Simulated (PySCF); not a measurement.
Species: N2H4.
SMILES: `NN`

Jobs on this species (6 atoms, 18 electrons) with PySCF (density fitting). Hardware of each: one thread of an Arm Neoverse V1 (shared host). Times come from a shared host and carry two figures at best. Peak memory is the resident size of the whole Python process, interpreter and libraries included.

Question: Rank these jobs by wall time, shortest first.
A. PBE0/def2-TZVP; 10 singlets by full TDDFT, 4 Tamm–Dancoff triplets, polarisability; 86 basis functions
B. LC-wPBE/def2-SVPD; 10 singlets by full TDDFT, 4 Tamm–Dancoff triplets, polarisability, ΔSCF ions; 72 basis functions
C. B3LYP/def2-SVPD; 10 singlets by full TDDFT, 4 Tamm–Dancoff triplets, polarisability, ΔSCF ions; 72 basis functions
D. PBE0/6-31G*; 10 singlets by full TDDFT, 4 Tamm–Dancoff triplets, polarisability; 36 basis functions

Answer: D (1.1 s), A (2.2 s), C (5.5 s), B (11 s).

All jobs:

```
                level and settings                                                                           work  basis functions  SCF cycles  wall time  peak memory
                      HF/def2-SVPD        10 singlets by TDHF, 4 Tamm–Dancoff triplets, polarisability, ΔSCF ions               72           9     0.85 s     0.27 GiB
                       PBE0/6-31G*             10 singlets by full TDDFT, 4 Tamm–Dancoff triplets, polarisability               36          10      1.1 s     0.34 GiB
                     PBE0/def2-SVP             10 singlets by full TDDFT, 4 Tamm–Dancoff triplets, polarisability               48          10      1.3 s     0.34 GiB
                    PBE0/def2-TZVP             10 singlets by full TDDFT, 4 Tamm–Dancoff triplets, polarisability               86          10      2.2 s     0.35 GiB
PBE0-D3(BJ)/def2-SVP, grid level 1                   geometry optimisation from a GFN2-xTB start shaken at random               48          37      3.1 s     0.27 GiB
                    PBE0/def2-SVPD  10 singlets by full TDDFT, 4 Tamm–Dancoff triplets, polarisability, ΔSCF ions               72          10      5.1 s     0.33 GiB
                     PBE/def2-SVPD  10 singlets by full TDDFT, 4 Tamm–Dancoff triplets, polarisability, ΔSCF ions               72          11      5.4 s     0.32 GiB
                   B3LYP/def2-SVPD  10 singlets by full TDDFT, 4 Tamm–Dancoff triplets, polarisability, ΔSCF ions               72          10      5.5 s     0.33 GiB
                 LC-wPBE/def2-SVPD  10 singlets by full TDDFT, 4 Tamm–Dancoff triplets, polarisability, ΔSCF ions               72          12       11 s     0.34 GiB
```

Question: What do all jobs in the table cost together?

Answer: About 36 s; the longest takes about 31 % of that, and about 13 times as long as the shortest.
